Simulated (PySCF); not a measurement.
**SiCl2: one geometry, many levels of theory**

Aim: at the PBE0 minimum of singlet SiCl2, found before, compare methods on energies and levels.

The runs use PySCF 2.14.0; several methods, basis Si def2-TZVP, Cl def2-TZVP, no relativity, density fitting.

## Step 1: Where the work starts

3 atoms, charge 0, spin multiplicity 1.

Bond lengths: Si1–Cl2 2.078 Å, Si1–Cl3 2.078 Å. Angles: Cl2–Si1–Cl3 101.4°.

Z-matrix (Å, degrees; charge 0 multiplicity 1):
```
Si
Cl 1 2.0776
Cl 1 2.0776 2 101.38
```

## Step 2: PBE0

The steps are one call of a driver around PySCF; scf.py gives each level's set-up. Each SCF starts from the density of the minimum. The driver also runs the species with one electron less or more at the same geometry (one less: multiplicity 2, one more: multiplicity 2); their logs are not shown.

scf.py reads:

```python
from pyscf import gto, scf, dft
mol = gto.M(atom='''
Si     0.000000    -0.000000    -0.940196
Cl     1.607529    -0.000000     0.376003
Cl    -1.607529     0.000000     0.376003''',
    basis={'Si': 'def2-TZVP', 'Cl': 'def2-TZVP'},
    charge=0, spin=0)
mf = dft.RKS(mol, xc='PBE0')
mf.grids.atom_grid = (75, 302)
aux = {'Si': 'def2-universal-JKFIT', 'Cl': 'def2-universal-JKFIT'}
mf = mf.density_fit(auxbasis=aux)
mf.kernel()
```

The program printed:

```text
init E= -1209.57210102405
  HOMO = -0.28429431227103  LUMO = -0.105121725046704  gap/eV = 4.87553
cycle= 1 E= -1209.57210102404  delta_E= 3.41e-12  |g|= 4.56e-08  |ddm|= 6.45e-08
  HOMO = -0.284294317528005  LUMO = -0.105121730759258  gap/eV = 4.87553
Extra cycle  E= -1209.57210102405  delta_E= -1.14e-12  |g|= 5.5e-08  |ddm|= 7.88e-08
converged SCF energy = -1209.57210102405
```

This level, with the species of one electron less or more, ran for 7.4 s (2 threads, shared host).

- energy: -1209.572101 Eh
- one electron less (charge +1): -1209.207826 Eh (doublet, ⟨S²⟩ 0.76)
- one electron more (charge -1): -1209.605613 Eh (doublet, ⟨S²⟩ 0.76)
- Mulliken charge of Si1: +0.41 e

## Step 3: HF

Changes to scf.py since step 2:

```diff
@@ -8,2 +8 @@
-mf = dft.RKS(mol, xc='PBE0')
-mf.grids.atom_grid = (75, 302)
+mf = scf.RHF(mol)
```

The program printed (excerpt; [...] marks lines left out):

```text
[... the frontier levels of the middle cycles are left out ...]
init E= -1208.01413332218
  HOMO = -0.359775793163518  LUMO = 0.0203803212677158  gap/eV = 10.34457
cycle= 1 E= -1208.03371227714  delta_E= -0.0196  |g|= 0.0554  |ddm|= 0.239
  HOMO = -0.375694147075091  LUMO = 0.00807638926876564  gap/eV = 10.44293
cycle= 2 E= -1208.03460850917  delta_E= -0.000896  |g|= 0.016  |ddm|= 0.0721
  HOMO = -0.373182533234054  LUMO = 0.0118854410612066  gap/eV = 10.47823
cycle= 3 E= -1208.03474855843  delta_E= -0.00014  |g|= 0.00825  |ddm|= 0.0283
cycle= 4 E= -1208.03478131681  delta_E= -3.28e-05  |g|= 0.00222  |ddm|= 0.0139
cycle= 5 E= -1208.03478734202  delta_E= -6.03e-06  |g|= 0.000614  |ddm|= 0.00755
cycle= 6 E= -1208.03478769075  delta_E= -3.49e-07  |g|= 0.000225  |ddm|= 0.00146
cycle= 7 E= -1208.03478773559  delta_E= -4.48e-08  |g|= 2.01e-05  |ddm|= 0.000721
cycle= 8 E= -1208.03478773582  delta_E= -2.28e-10  |g|= 5.85e-06  |ddm|= 6.01e-05
  HOMO = -0.374244169708334  LUMO = 0.011172142787661  gap/eV = 10.48771
Extra cycle  E= -1208.03478773584  delta_E= -2.02e-11  |g|= 1.99e-06  |ddm|= 1.12e-05
converged SCF energy = -1208.03478773584
```

This level, with the species of one electron less or more, took 3.6 s.

| Quantity | Value |
| --- | --- |
| energy | -1208.034788 Eh |
| one electron less (charge +1) | -1207.696956 Eh (doublet, ⟨S²⟩ 0.77) |
| one electron more (charge -1) | -1208.052960 Eh (doublet, ⟨S²⟩ 0.79) |
| Mulliken charge of Si1 | +0.58 e |

## Step 4: PBE

Changes to scf.py since step 3:

```diff
@@ -8 +8,2 @@
-mf = scf.RHF(mol)
+mf = dft.RKS(mol, xc='PBE')
+mf.grids.atom_grid = (75, 302)
```

The program printed (excerpt; [...] marks lines left out):

```text
[... the frontier levels of the middle cycles are left out ...]
init E= -1209.47431480885
  HOMO = -0.244918657468926  LUMO = -0.135793032241377  gap/eV = 2.96946
cycle= 1 E= -1209.47665514769  delta_E= -0.00234  |g|= 0.0376  |ddm|= 0.131
  HOMO = -0.240702600862402  LUMO = -0.128697398012605  gap/eV = 3.04782
cycle= 2 E= -1209.47532196741  delta_E= 0.00133  |g|= 0.0763  |ddm|= 0.11
  HOMO = -0.243491128671828  LUMO = -0.132776684820413  gap/eV = 3.01269
cycle= 3 E= -1209.47709948836  delta_E= -0.00178  |g|= 0.00332  |ddm|= 0.0695
cycle= 4 E= -1209.47710163605  delta_E= -2.15e-06  |g|= 0.000559  |ddm|= 0.00391
cycle= 5 E= -1209.47710169065  delta_E= -5.46e-08  |g|= 0.000243  |ddm|= 0.000551
cycle= 6 E= -1209.47710170702  delta_E= -1.64e-08  |g|= 2.47e-05  |ddm|= 0.000201
cycle= 7 E= -1209.47710170715  delta_E= -1.26e-10  |g|= 3.69e-06  |ddm|= 2.72e-05
  HOMO = -0.243671961948142  LUMO = -0.133124167699094  gap/eV = 3.00816
Extra cycle  E= -1209.47710170715  delta_E= -1.82e-12  |g|= 4.13e-06  |ddm|= 5.9e-06
converged SCF energy = -1209.47710170715
```

This level, with the species of one electron less or more, took 18 s.

| Quantity | Value |
| --- | --- |
| energy | -1209.477102 Eh |
| one electron less (charge +1) | -1209.118731 Eh (doublet, ⟨S²⟩ 0.75) |
| one electron more (charge -1) | -1209.505535 Eh (doublet, ⟨S²⟩ 0.76) |
| Mulliken charge of Si1 | +0.36 e |

## Step 5: CCSD(T)

Changes to scf.py since step 4:

```diff
@@ -8,2 +8 @@
-mf = dft.RKS(mol, xc='PBE')
-mf.grids.atom_grid = (75, 302)
+mf = scf.RHF(mol)
@@ -12,0 +12,3 @@
+from pyscf import cc
+mycc = cc.CCSD(mf, frozen=15).run()
+mycc.ccsd_t()
```

The SCF cycles repeat those of step 3.

The program printed:

```text
CCSD nocc = 9, nmo = 96
Init t2, MP2 energy = -1208.49928359639  E_corr(MP2) -0.464495860552607
RCCSD converged
E(RCCSD) = -1208.54155555362  E_corr = -0.5067678177809258
RCCSD(T) correction = -0.0237429459232428
```

This level took 2.9 min.

```
energy                                                              : -1208.565298 Eh
MP2 correlation in its own fitting basis (same spin, opposite spin) : -0.46449 Eh (-0.11628, -0.34821)
CCSD, (T)                                                           : -0.50677, -0.02374 Eh; T1 0.013, D1 0.036
```

## Step 6: All levels side by side

| level | atomisation energy (kJ/mol) | vertical ionisation energy (eV) | vertical electron affinity (eV) | −ε(HOMO) (eV) | gap (eV) | dipole (D) | wall time |
| --- | --- | --- | --- | --- | --- | --- | --- |
| PBE0 | 861 | 9.91 | 0.91 | 7.74 | 4.88 | 0.87 | 7.4 s |
| HF | 605 | 9.19 | 0.49 | 10.18 | 10.49 | 1.05 | 3.6 s |
| PBE | 886 | 9.75 | 0.77 | 6.63 | 3.01 | 0.75 | 18 s |
| CCSD(T) | 823 | – | – | – | – | – | 2.9 min |

Times are for 2 threads, shared host; PBE0 starts from its own converged density, so its time is not comparable. A dash stands where a species or a free atom was not run at that level, or the quantity is not defined.

Atomisation goes to high-spin atoms in their ground configurations, run at the same level, without zero-point energy.

## Step 7: Summary of results

| quantity | value |
| --- | --- |
| atomisation energy, CCSD(T) in this basis | 823 kJ/mol |
| vertical ionisation energy, range | 9.19 (HF) to 9.91 (PBE0) eV |
| vertical electron affinity, range | 0.49 (HF) to 0.91 (PBE0) eV |
| orbital gap, range | 3.01 (PBE) to 10.49 (HF) eV |
| T1, D1 | 0.013, 0.036 |

**Reading.** The functionals' atomisation energies stand +38 kJ/mol (PBE0) to +63 kJ/mol (PBE) from CCSD(T); much of that can be the slow basis convergence of CCSD(T), which binds tens of kJ/mol more at its limit, so it ranks no functional. HF lacks the correlation that pairing electrons in bonds brings, so it binds too weakly, by 218 kJ/mol even against this CCSD(T). Without diffuse functions electron affinities tend to come out too low.
